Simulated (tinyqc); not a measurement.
RKS/exchange-only LDA in the sto-3g basis, for H2O, spin multiplicity 1, step by step. One step of it, computed by the program tinyqc.

Question. Iteration 2: diagonalisation and new density. Diagonalise F' = X^T F X, C = X C', fill 5 alpha and 5 beta electrons from the bottom; D = 2 C_occ C_occ^T. Each column has its largest component positive (the first on a tie).

Kohn-Sham matrix F (hartree), lower triangle:
```
             1O 1s      1O 2s     1O 2px     1O 2py     1O 2pz      2H 1s      3H 1s
1O 1s   -18.434280
1O 2s    -4.787926  -2.005871
1O 2px    0.000000   0.000000  -0.127483
1O 2py    0.000000   0.000000   0.000000  -0.304086
1O 2pz   -0.024831  -0.172166   0.000000   0.000000  -0.214015
2H 1s    -1.211533  -0.828042   0.000000  -0.262000  -0.223033  -0.410441
3H 1s    -1.211533  -0.828042   0.000000   0.262000  -0.223033  -0.313523  -0.410441
```

X, lower triangle:
```
            1O 1s      1O 2s    1O 2px     1O 2py     1O 2pz      2H 1s     3H 1s
1O 1s    1.024392
1O 2s   -0.145846   1.285560
1O 2px   0.000000   0.000000  1.000000
1O 2py   0.000000   0.000000  0.000000   1.141179
1O 2pz  -0.010144   0.115992  0.000000   0.000000   1.051035
2H 1s    0.023035  -0.325998  0.000000  -0.262106  -0.143890   1.240479
3H 1s    0.023035  -0.325998  0.000000   0.262106  -0.143890  -0.091312  1.240479
```

Give: F' = X^T F X; orbital energies; coefficients C; D after iteration 2.

Answer.

F' = X^T F X (hartree), lower triangle:
```
          1        2        3        4        5        6       7
1  -18.0603
2   -2.5768  -0.9276
3    0.0000   0.0000  -0.1275
4    0.0000   0.0000   0.0000  -0.0959
5   -0.0365  -0.0377   0.0000   0.0000  -0.1423
6   -0.2076  -0.3830   0.0000  -0.3094  -0.1797   0.0566
7   -0.2076  -0.3830   0.0000   0.3094  -0.1797  -0.0955  0.0566
```

orbital energies (hartree): MO1 -18.4470, MO2 -0.8822, MO3 -0.4266, MO4 -0.1914, MO5 -0.1275, MO6 0.3514, MO7 0.4829

coefficients C:
```
            MO1      MO2      MO3      MO4     MO5      MO6      MO7
1O 1s    0.9925  -0.2354   0.0000   0.1053  0.0000  -0.1422   0.0000
1O 2s    0.0346   0.8305   0.0000  -0.5000  0.0000   0.9793   0.0000
1O 2px   0.0000   0.0000   0.0000   0.0000  1.0000   0.0000   0.0000
1O 2py   0.0000   0.0000   0.6868   0.0000  0.0000   0.0000   0.9839
1O 2pz   0.0055   0.2155   0.0000   0.8500  0.0000   0.6251   0.0000
2H 1s   -0.0089   0.1398   0.3588   0.1784  0.0000  -0.8581  -0.9093
3H 1s   -0.0089   0.1398  -0.3588   0.1784  0.0000  -0.8581   0.9093
```

D after iteration 2, lower triangle:
```
          1O 1s    1O 2s  1O 2px   1O 2py  1O 2pz    2H 1s   3H 1s
1O 1s    2.1032
1O 2s   -0.4277   1.8818
1O 2px   0.0000   0.0000  2.0000
1O 2py   0.0000   0.0000  0.0000   0.9433
1O 2pz   0.0885  -0.4916  0.0000   0.0000  1.5378
2H 1s   -0.0459   0.0532  0.0000   0.4929  0.3635   0.3604
3H 1s   -0.0459   0.0532  0.0000  -0.4929  0.3635  -0.1546  0.3604
```
